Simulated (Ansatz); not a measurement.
**Scan of [BH$_{2}$···H···H], doublet**

All five atoms lie in one plane.

Starting geometry:

```xyz
5

B    -0.1512    0.0000    0.0000
H    -0.7479    1.0336    0.0000
H    -0.7479   -1.0336    0.0000
H     1.0423    0.0000    0.0000
H     2.0748    0.0000    0.0000
```

From there H4 is moved from one fragment to the other while all else, the fragments' distance too, stays fixed; atoms are numbered as listed. Energies are in kcal/mol, counted from the starting geometry at the same level. Kohn–Sham curves are unrestricted where that lies lower.

Basis cc-pVTZ; Ansatz 0.2.0. Only valence electrons are correlated (noble-gas cores frozen). R marks a restricted (for open shells ROHF) determinant, U an unrestricted one.

Full CI isn't at hand for all of this; UCCSDT(Q) serves as the reference, and is uncertain by about the last step of the cluster series.

| distance B1-H4 (Å) | UCCSDT(Q) | PBE | r2SCAN | PBE0 | B3LYP | CAM-B3LYP | wB97M-V | B2PLYP | RPA-PBE |
| --- | --- | --- | --- | --- | --- | --- | --- | --- | --- |
| 1.194 | 0.0 | 0.0 | 0.0 | 0.0 | 0.0 | 0.0 | 0.0 | 0.0 | 0.0 |
| 1.235 | -0.1 | -0.6 | -0.4 | -0.4 | -0.3 | -0.2 | -0.2 | -0.1 | -0.3 |
| 1.317 | 0.9 | -0.4 | 0.1 | 0.1 | 0.2 | 0.7 | 0.6 | 0.7 | 0.1 |
| 1.399 | 2.4 | 1.0 | 1.5 | 1.7 | 1.6 | 2.3 | 2.1 | 2.3 | 1.1 |
| 1.481 | 4.9 | 4.1 | 4.3 | 4.6 | 4.3 | 5.3 | 4.7 | 5.0 | 3.2 |
